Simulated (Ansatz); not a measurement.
Input file:

```yaml
crystal:
  periodic: [false, false, false]
  atoms:
    - {symbol: Al, position_ang: [0.000000, 0.000000, 0.563067]}
    - {symbol: Li, position_ang: [0.000000, 0.000000, -2.628933]}
    - {symbol: H, position_ang: [0.000000, 1.307862, 1.515476]}
    - {symbol: H, position_ang: [0.000000, -1.307862, 1.515476]}
basis:
  gaussian: {orbitals: 6-31G, fitting: {mean_field: def2-universal-jkfit}}
correlation: {method: fic_nevpt4_sd, electrons: outside_noble_gas, active_space: {window: {electrons: 6, orbitals: 4}, states: [{multiplicity: 1, weights: [1, 0.5, 1, 1]}, {multiplicity: 3, weights: [1]}], root: 2}}
```

```sh
$ ansatz run in.yaml --threads 1 --pin off --events-out ev --progress --plain --max-ram 2393MiB
```

Output:

```
215 factors; integrals over basis functions are off by at most 1.0e-1 eV
mean field evaluation 1: about -6814.5640 eV, gradient 6.4e0 eV
mean field evaluation 2: about -6814.9110 eV, gradient 1.9e0 eV
mean field evaluation 4: about -6814.9541 eV, gradient 6.0e-2 eV
mean field -6814.95420112 eV, -250.4449475491 hartree, gradient 4.9e-7 eV, S^2 0.000000; 0 other end points of the search recorded, 0 dependent functions left out
reference -6814.95420112 eV, -250.4449475491 hartree; 9, 9 occupied and 17, 17 virtual orbitals, 215 factors
state -6815.00707042 eV, -250.4468904602 hartree
state -6812.21740914 eV, -250.3443722992 hartree
state -6809.36570727 eV, -250.2395741883 hartree
state -6809.29350286 eV, -250.2369207251 hartree
state -6815.00707042 eV, -250.4468904602 hartree; corrected -6816.48178582 eV, -250.5010852516 hartree
state -6812.21740914 eV, -250.3443722992 hartree; corrected -6814.03340500 eV, -250.4111089160 hartree
state -6809.36570727 eV, -250.2395741883 hartree; corrected -6812.05103963 eV, -250.3382583325 hartree
state -6809.29350286 eV, -250.2369207251 hartree; corrected -6811.35787172 eV, -250.3127848815 hartree
state -6813.54226782 eV, -250.3930599576 hartree
state -6813.54226782 eV, -250.3930599576 hartree; corrected -6814.95189975 eV, -250.4448629755 hartree
Total energy: -6812.05103963 eV, -250.3382583325 hartree
```

Ran on 1 thread of AMD EPYC 9B14, shared host: 0.39 s wall, 0.09 GiB peak host memory.
